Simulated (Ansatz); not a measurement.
Born–Oppenheimer molecular dynamics of BH$_{5}$S (7 atoms, charge 0, multiplicity 1). It starts at the highest image of a converged band, a first-order saddle point between two minima.

Theory: Ansatz 0.2.0, RKS B3LYP-D4/def2-SVP.

```yaml
ensemble: NVE (velocity Verlet)
time_step: 0.5 fs
steps_asked: 200
starting_velocities_drawn_for: 100 K
seed: 8278
```

Frames 5 fs apart, positions in Å.

Velocities at 15 fs (Å/ps):

```
B -0.45 -1.64 -0.56
H 13.99 -4.79 7.79
H 1.01 3.60 10.20
H -2.06 -11.34 -2.95
S -0.23 0.16 -0.43
H 2.30 -3.38 -3.20
H -3.08 28.45 7.85
```

```xyz
7
Properties=species:S:1:pos:R:3 time_fs=15 energy_less_start_eV=-0.013 T=120
B 0.098 -0.262 0.043
H -0.149 0.155 1.307
H 1.203 0.155 -0.214
H -0.893 0.009 -0.575
S 0.261 -2.298 0.424
H -1.053 -2.537 0.314
H -0.050 -0.784 1.337
7
Properties=species:S:1:pos:R:3 time_fs=20 energy_less_start_eV=-0.082 T=227
B 0.099 -0.284 0.042
H -0.091 0.216 1.348
H 1.186 0.176 -0.151
H -0.905 -0.035 -0.572
S 0.261 -2.296 0.420
H -1.070 -2.564 0.299
H -0.070 -0.646 1.370
7
Properties=species:S:1:pos:R:3 time_fs=25 energy_less_start_eV=-0.245 T=479
B 0.104 -0.336 0.046
H -0.074 0.372 1.371
H 1.170 0.209 -0.104
H -0.905 -0.029 -0.525
S 0.260 -2.289 0.413
H -1.054 -2.583 0.292
H -0.117 -0.480 1.440
7
Properties=species:S:1:pos:R:3 time_fs=30 energy_less_start_eV=-0.468 T=824
B 0.114 -0.413 0.055
H -0.091 0.507 1.377
H 1.141 0.210 -0.098
H -0.896 0.015 -0.459
S 0.260 -2.276 0.403
H -1.044 -2.589 0.285
H -0.203 -0.227 1.598
7
Properties=species:S:1:pos:R:3 time_fs=35 energy_less_start_eV=-0.629 T=1072
B 0.123 -0.503 0.057
H -0.126 0.688 1.442
H 1.117 0.145 -0.097
H -0.867 0.025 -0.382
S 0.262 -2.259 0.391
H -1.059 -2.587 0.273
H -0.306 0.045 1.815
7
Properties=species:S:1:pos:R:3 time_fs=40 energy_less_start_eV=-0.716 T=1208
B 0.128 -0.580 0.042
H -0.162 0.890 1.573
H 1.162 0.037 -0.060
H -0.873 -0.036 -0.308
S 0.263 -2.244 0.380
H -1.032 -2.578 0.269
H -0.417 0.352 2.100
7
Properties=species:S:1:pos:R:3 time_fs=45 energy_less_start_eV=-0.763 T=1281
B 0.138 -0.612 0.004
H -0.224 1.077 1.805
H 1.213 -0.080 0.014
H -0.930 -0.117 -0.247
S 0.265 -2.243 0.372
H -1.049 -2.604 0.272
H -0.506 0.721 2.381
7
Properties=species:S:1:pos:R:3 time_fs=50 energy_less_start_eV=-0.839 T=1397
B 0.145 -0.596 -0.047
H -0.278 1.296 2.038
H 1.238 -0.106 0.063
H -0.947 -0.148 -0.214
S 0.267 -2.264 0.369
H -1.030 -2.649 0.287
H -0.604 1.080 2.700
7
Properties=species:S:1:pos:R:3 time_fs=55 energy_less_start_eV=-0.903 T=1498
B 0.152 -0.566 -0.089
H -0.344 1.500 2.296
H 1.215 -0.012 0.031
H -0.932 -0.073 -0.251
S 0.269 -2.296 0.367
H -1.016 -2.700 0.298
H -0.692 1.460 3.005
7
Properties=species:S:1:pos:R:3 time_fs=60 energy_less_start_eV=-0.857 T=1426
B 0.157 -0.547 -0.114
H -0.436 1.708 2.608
H 1.162 0.121 -0.078
H -0.878 0.033 -0.350
S 0.272 -2.327 0.365
H -1.034 -2.727 0.292
H -0.752 1.835 3.255
7
Properties=species:S:1:pos:R:3 time_fs=65 energy_less_start_eV=-0.766 T=1284
B 0.158 -0.544 -0.127
H -0.513 1.914 2.889
H 1.135 0.169 -0.200
H -0.829 0.054 -0.464
S 0.276 -2.350 0.359
H -1.019 -2.693 0.270
H -0.827 2.212 3.534
7
Properties=species:S:1:pos:R:3 time_fs=70 energy_less_start_eV=-0.818 T=1365
B 0.162 -0.561 -0.138
H -0.608 2.123 3.204
H 1.166 0.085 -0.259
H -0.860 -0.043 -0.537
S 0.280 -2.358 0.351
H -1.050 -2.639 0.235
H -0.885 2.585 3.777
```

Of the whole run (100 fs, mean temperature of the second half 1411 K): The conserved energy stayed within 0.087 meV per atom of its start (net change -0.062 meV per atom), so the integration is sound. The kinetic energy rose, since the run started high on the potential surface and went downhill. It ends in pieces (BH3S + H2), so much of that is their flight and rotation, not heat. A run of 0.1 ps of so small a system gives no equilibrium averages. The orbitals stay closed-shell, which can raise the energy where a bond breaks towards radicals; this wasn't checked here.

Time of the run: 3.7 min on 1 thread of Arm Neoverse V2, on a shared host, peak memory 0.1 GiB.
